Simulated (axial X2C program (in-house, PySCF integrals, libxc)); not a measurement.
## Spectroscopic constants of PO⁻

Computed with an in-house relativistic program for diatomic molecules. Spin-free means the one-electron spin-free X2C Hamiltonian; two-component (2c) means X2C with spin–orbit coupling and atomic mean-field two-electron Coulomb and Gaunt terms, so the difference of the two also holds small scalar two-electron terms. Basis: P dyall-av3z [9s8p3d2f], O dyall-av3z [7s6p3d2f] (cores contracted in-house); Gaussian nuclei, density fitting, unrestricted open shells. Masses: P 30.974 u, O 15.995 u.

State, spin-free: M_S = 1, Λ = 0 (beyond evenly filled blocks: π+α, π-α); electrons by block: σα: 7, σβ: 7, π+α: 3, π+β: 2, π-α: 3, π-β: 2. Fragments: P + O- for PBE0, MP2, CCSD, CCSD(T), BP86; P- + O for HF.

State, 2c: Ω = 1 (⟨Sz⟩ = 1.00, ⟨Lz⟩ = 0.00 at PBE0); electrons by block: 1/2: 9, -1/2: 10, 3/2: 3, -3/2: 2. Fragments: P + O- for PBE0, MP2, CCSD, CCSD(T), BP86; P- + O for HF.

```
Hamiltonian    level  Re (Å)  ωe (cm⁻¹)  ωexe (cm⁻¹)  Be (cm⁻¹)  αe (cm⁻¹)  De (eV)  D0 (eV)  k (mdyn/Å)  μ (D)
  spin-free     PBE0   1.543     1058.8         5.31     0.6711    0.00517     5.74     5.68        6.97   0.15
  spin-free       HF   1.514     1163.4         5.18     0.6976    0.00482      n/a      n/a        8.41  -0.37
  spin-free      MP2   1.561     1007.2         5.47     0.6561    0.00544     5.72     5.66         6.3    n/a
  spin-free     CCSD   1.548     1053.0         5.36     0.6666    0.00512     5.32     5.26        6.89    n/a
  spin-free  CCSD(T)   1.558     1017.0         5.61     0.6581    0.00535     5.46     5.40        6.43    n/a
  spin-free     BP86   1.566      981.7         5.46     0.6519    0.00552     6.00     5.94        5.99   0.47
         2c     PBE0   1.543     1058.8         5.31      0.671    0.00517     5.75     5.68        6.97   0.16
         2c       HF   1.514     1163.4         5.18     0.6975    0.00482      n/a      n/a        8.41  -0.37
         2c      MP2   1.561     1007.2         5.48     0.6561    0.00544     5.72     5.66         6.3    n/a
         2c     CCSD   1.548     1052.9         5.37     0.6666    0.00513     5.32     5.26        6.89    n/a
         2c  CCSD(T)   1.558     1016.9         5.62     0.6581    0.00536     5.46     5.40        6.43    n/a
         2c     BP86   1.566      981.8         5.46     0.6518    0.00552     6.00     5.94        5.99   0.47
```

Correlated methods: 12 electrons correlated (number of frozen shells: P 2 s, 1 p; O 1 s), 198 virtual spin orbitals or spinors in MP2, 90 natural virtuals in coupled cluster.

Dipoles are positive if O is the positive end and refer to the centre of mass.

One determinant describes the state; a PBE0 search over occupations chose it and may have missed a lower one. Dissociation energies refer to the lowest single-determinant-based atoms at the same level and basis. De is not given where an atomic determinant may have missed its ground term or J level, or where the truncated virtual space spoils (T). Density functionals use the spin component along the axis (collinear). CCSD and (T) use frozen natural virtuals with an MP2 correction for the truncation; (T) itself is uncorrected, so its De runs slightly low. In 2c an atomic determinant is not the ground J level, so De misses part of the atomic spin–orbit lowering. This holds for PBE0, BP86. Other states lie close and PBE0, whose exact exchange favours high spin, may order them wrongly; the determinant shown need not be the ground state. The nearest other spin-free determinant of the search, M_S = 0, Λ = 2, lies 0.71 eV up at the distance of the search. The functionals have no current-density term, which raises determinants with orbital currents, atoms included. With several unpaired electrons one determinant need not be a pure state. Open-shell Ω = 0 determinants with evenly filled partner blocks cannot be reached by this program, so the Ω shown need not be the lowest component. This is the Ω = 1 component of a π² triplet; the 0⁺ component is not one determinant and can lie lowest. The highest occupied level of some functionals is positive through self-interaction error; at Hartree–Fock it is bound.

Rough cost a point (2c) on 1 thread(s) of a shared host, integrals apart: PBE0 0.4 s, HF 0.16 s, CCSD(T) 7 s, BP86 0.25 s.

The whole task took 2.7 min on 1 thread of Intel(R) Xeon(R) Processor @ 2.30GHz, on a shared host.
